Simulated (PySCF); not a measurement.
Relaxation of singlet CHF

Computed with PBE0 in PySCF with C def2-TZVP, H def2-TZVP, F def2-TZVP; no relativity; density-fitted integrals. A (50,194) grid was used.

A start displaced from a saddle point along its imaginary mode, of Cs symmetry, held to at least that symmetry:

Coordinates in bohr (charge 0 multiplicity 1):
```
C     0.0019   -0.0348   -1.3718
H    -0.0123    0.2264   -3.3830
F    -0.0005    0.0100    1.0459
```

At each step, columns x, y, z (Å) and Fx, Fy, Fz (eV/Å):

```
step 0  E − E(last) = 301.97 kJ/mol
C    0.001  -0.018  -0.726   0.137  -2.506  -0.353
H   -0.007   0.120  -1.790  -0.073   1.344   0.399
F    0.000   0.005   0.553  -0.063   1.162  -0.046
step 1  E − E(last) = 189.95 kJ/mol
C    0.009  -0.174  -0.735   0.325  -5.929   0.438
H   -0.011   0.203  -1.763  -0.178   3.271   1.019
F   -0.004   0.077   0.536  -0.146   2.658  -1.457
step 2  E − E(last) = 47.01 kJ/mol
C    0.024  -0.436  -0.740  -0.051   0.924   0.858
H   -0.019   0.345  -1.709   0.024  -0.448   2.667
F   -0.011   0.198   0.486   0.027  -0.476  -3.525
step 3  E − E(last) = 10.37 kJ/mol
C    0.025  -0.462  -0.729  -0.040   0.751  -0.890
H   -0.019   0.356  -1.622   0.046  -0.837   1.666
F   -0.012   0.212   0.388  -0.006   0.086  -0.776
step 4  E − E(last) = 2.22 kJ/mol
C    0.025  -0.454  -0.741   0.033  -0.565  -1.387
H   -0.019   0.344  -1.558   0.011  -0.191   0.307
F   -0.012   0.217   0.337  -0.044   0.756   1.080
step 5  E − E(last) = 0.16 kJ/mol
C    0.026  -0.469  -0.757  -0.011   0.215  -0.162
H   -0.019   0.345  -1.543   0.011  -0.186  -0.001
F   -0.013   0.230   0.337   0.000  -0.029   0.163
step 6  E − E(last) = 0.02 kJ/mol
C    0.025  -0.460  -0.760   0.006  -0.093   0.075
H   -0.019   0.339  -1.548  -0.004   0.081  -0.024
F   -0.012   0.227   0.345  -0.002   0.011  -0.051
step 7  E − E(last) = 0.00 kJ/mol
C    0.025  -0.462  -0.759   0.001   0.003  -0.002
H   -0.019   0.341  -1.547   0.001  -0.004   0.004
F   -0.012   0.228   0.343  -0.001   0.001  -0.003
step 8  E − E(last) = 0.00 kJ/mol
C    0.025  -0.462  -0.759   0.001   0.000   0.001
H   -0.019   0.341  -1.547   0.001  -0.001  -0.001
F   -0.012   0.228   0.343  -0.002   0.001   0.000
```

It ends at Cs with C–F 1.301 Å, C–H 1.126 Å; F–C–H 102.3°. A frequency run shows a minimum.
